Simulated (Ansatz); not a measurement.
**NH₄⁺, singlet: reading a ladder of total energies**

Geometry: a PBE0/def2-TZVP stationary point for this spin, not checked as a minimum.

```yaml
atoms:
  - { symbol: N, position_ang: [0.0000, 0.0000, 0.0000] }
  - { symbol: H, position_ang: [0.5903, 0.5923, 0.5902] }
  - { symbol: H, position_ang: [-0.5929, -0.5882, 0.5917] }
  - { symbol: H, position_ang: [-0.5890, 0.5896, -0.5943] }
  - { symbol: H, position_ang: [0.5916, -0.5937, -0.5876] }
```

Basis 6-31G; Ansatz 0.2.0. Correlated methods freeze the noble-gas cores, which leaves 8 electrons in 16 orbitals. Prefix R: restricted or restricted open-shell reference.

Full CI is exact within this basis and frozen core; it isn't the basis-set limit.

Runs differ by some tens of microhartree through their thresholds, so steps under 0.03 kcal/mol mean nothing.

```tsv
level	total energy (hartree)
RHF	-56.516050
RMP2	-56.633574
RCCSD	-56.648674
RCCSD(T)	-56.650002
RCCSDT	-56.650122
RCCSDT(Q)	-56.650387
RCCSDTQ	-56.650378
full CI	-56.650389
```

**Question.** What is the correlation energy at full CI, and what share of it do RMP2 and RCCSD recover?

**Answer.** E(corr) = -56.650389 − (-56.516050) = -0.134339 hartree = -3.656 eV. RMP2: -0.117524 / -0.134339 = 87.48 %. RCCSD: -0.132624 / -0.134339 = 98.72 %.

**Question.** By how many kcal/mol does RCCSD(T) miss full CI (1 hartree = 627.509 kcal/mol), and which steps make up the rest?

**Answer.** -56.650002 − (-56.650389) = 0.000387 hartree = 0.24 kcal/mol. Steps: RCCSDT − RCCSD(T) = -0.08, RCCSDT(Q) − RCCSDT = -0.17, RCCSDTQ − RCCSDT(Q) = 0.01, full CI − RCCSDTQ = -0.01 kcal/mol. That is within 1 kcal/mol of the reference in this basis, which itself misses far more of the correlation at the basis-set limit.
